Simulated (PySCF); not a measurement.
## C2H2Al+: where a starting geometry ends

The starting geometry of this gas-phase singlet was optimised with GFN2-xTB.

```yaml
atoms:
  - { symbol: C, position_ang: [0.5286, 0.4395, 0.1116] }
  - { symbol: C, position_ang: [0.0656, -0.3430, 0.9348] }
  - { symbol: Al, position_ang: [-0.7765, 0.8149, -1.6245] }
  - { symbol: H, position_ang: [1.3660, 1.0718, -0.1459] }
  - { symbol: H, position_ang: [-0.4404, -1.0294, 1.5694] }
```

Question: Predict what it relaxes into with B3LYP-D3(BJ)/def2-SVP.

Answer: It loosens into C2H2 + Al, which stay close as a complex (formulas without charges). Contacts that open: C1–Al3 (2.20 → 2.79 Å).

The energy falls by 0.21 eV over 13 steps:

```tsv
step	E − E(last) (eV)
1	0.215
2	0.138
4	0.030
5	0.008
6	0.030
8	0.001
9	0.000
10	0.000
12	0.000
13	0.000
```

Final geometry (Å):

```yaml
atoms:
  - { symbol: C, position_ang: [0.8681, 0.4906, 0.3334] }
  - { symbol: C, position_ang: [0.0491, -0.2719, 0.8089] }
  - { symbol: Al, position_ang: [-1.1827, 0.5456, -1.5529] }
  - { symbol: H, position_ang: [1.6385, 1.1554, -0.0318] }
  - { symbol: H, position_ang: [-0.6331, -0.9606, 1.2878] }
```

The end wasn't checked by frequencies. Run with PySCF 2.14.0, 18 s on 2 threads of Arm Neoverse V2 (shared host).
